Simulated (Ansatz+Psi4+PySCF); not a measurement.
A calculation with Psi4 1.11.

```
molecule {
1 2
C 0.000000 0.000000 -1.123380
S 0.000000 0.000000 0.421270
}

basis {
assign C cc-pVTZ
assign S cc-pV(T+d)Z
}
set reference rohf
set scf_type pk
energy('scf')
```

The input is written out from the run's settings.

Output:

| Property | Result |
| --- | --- |
| Converged | yes |
| Total energy | -434.95783 hartree |
| Spin squared of the determinant | 0.750 |
| Occupied orbitals by symmetry in an Abelian subgroup (alpha; beta) | 7 A1 2 B1 2 B2; 6 A1 2 B1 2 B2 |

Caution: an unrestricted determinant lies well below.
